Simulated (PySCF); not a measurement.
fluorine (F2), SMILES FF. Atoms are numbered in the order given.

```xyz
2

F      0.0000     0.0000    -0.6991
F      0.0000     0.0000     0.6991
```
Charge 0, spin multiplicity 1.

Geometry optimised at r2SCAN-D4/def2-TZVPD.

Two levels are set side by side: PBE/pcSseg-2 (PySCF) and HF/pcSseg-2 (PySCF). GIAO shifts against CFCl3 (¹⁹F) at the same level; non-relativistic, no solvent, atoms listed together averaged. Differences are taken from unrounded values.

| quantity | HF |
|---|---|
| δ(¹⁹F) of F1, F2 (ppm) | 368.1 |

**Question.** What does PBE give, and how far is it from HF? (The exact figures need the calculation; the answer reports its results.)

**Answer.** 
```tsv
quantity	PBE	PBE minus HF
δ(¹⁹F) of F1, F2 (ppm)	357.1	-11.0
```

Rough cost on one machine, each run with all the roots and properties that it gave: HF against PBE within a factor of 2.
